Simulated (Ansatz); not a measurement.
System: C$_{2}$H$_{3}$O$_{2}$, charge 0, doublet. C2H3O2 (SMILES [CH2]OC=O, doublet).
B3LYP-D3(BJ)/def2-TZVP minimum from Ansatz (a quantum-chemistry and plane-wave program):
```
O
C 1 1.3604
O 2 1.1951 1 125.32
C 1 1.3612 2 118.71 3 0.00
H 4 1.0748 1 114.14 2 180.00
H 4 1.0762 5 126.70 1 -180.00
H 2 1.0948 3 126.24 1 180.00
```
Charge 0, spin multiplicity 2.

Total energies in hartree (Ansatz). Open shells are spin-unrestricted; no spin-orbit coupling. Correlated methods leave the cores frozen. No relativity. Where a partner has so few electrons that a lower coupled-cluster level is exact, that level stands in.

```tsv
species	HF/cc-pVTZ	CCSD(T)/cc-pVTZ	HF/cc-pVQZ	CCSD(T)/cc-pVQZ	CCSD(T)/cc-pVDZ	CCSDT(Q)/cc-pVDZ
1: C2H3O2 (SMILES O=CO[CH2], doublet)	-227.24307	-228.05632	-227.26014	-228.12608	-227.82669	-227.82939
2: C (triplet)	-37.69157	-37.78076	-37.69331	-37.78654	-37.76038	-37.76071
3: O (triplet)	-74.81176	-74.97396	-74.81729	-74.99357	-74.90995	-74.91013
4: H (doublet)	-0.49981	-0.49981	-0.49995	-0.49995	-0.49928	-0.49928
```

Work out the atomisation energy (electronic, to ground-state atoms) in kcal/mol: take Hartree-Fock from cc-pVQZ, extrapolate the CCSD(T) correlation energy as X^-3 (X = 3, 4), and add CCSDT(Q) - CCSD(T) in cc-pVDZ. 1 hartree = 627.51 kcal/mol.


Species 1: correlation (64·(-0.86594) - 27·(-0.81325))/37 = -0.90439; step -0.00270; E1 = -227.26014 + (-0.90439) + (-0.00270) = -228.16723
Species 2: correlation (64·(-0.09323) - 27·(-0.08919))/37 = -0.09618; step -0.00033; E2 = -37.69331 + (-0.09618) + (-0.00033) = -37.78982
Species 3: correlation (64·(-0.17628) - 27·(-0.16220))/37 = -0.18655; step -0.00018; E3 = -74.81729 + (-0.18655) + (-0.00018) = -75.00402
Species 4: correlation (64·(0.00000) - 27·(0.00000))/37 = 0.00000; step +0.00000; E4 = -0.49995 + (0.00000) + (+0.00000) = -0.49995
-1·E1 +2·E2 +2·E3 +3·E4 = 1.07970 hartree = 677.5 kcal/mol.
